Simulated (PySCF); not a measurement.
# S2: the cost of one run

The runs use PySCF 2.14.0, with density-fitted response routines of our own; the level of theory stands in each step. All values are computed, except where a source is named. Atoms count from 0, in the outputs and in this text.

### Step 1. The molecule as given

2 atoms, charge 0, multiplicity 1; geometry from: GFN2-xTB.

Bonds of the start (Å): S0–S1 1.90.

### Step 2. Optimising the geometry at PBE0-D3(BJ)/def2-TZVP

What the job is given:

```
{"job": {"xc": "PBE0", "basis": "def2-TZVP", "d3": "d3bj", "grid": 2, "kind": "geom"}, "charge": 0, "multiplicity": 1}
S      0.000000     0.000000     0.000000
S      0.000000     0.000000     1.900000
```

**Question.** How long does this first job take on 2 threads of Intel Xeon at 2.50GHz (Skylake/Cascade Lake), shared host?

About 7.1 s.
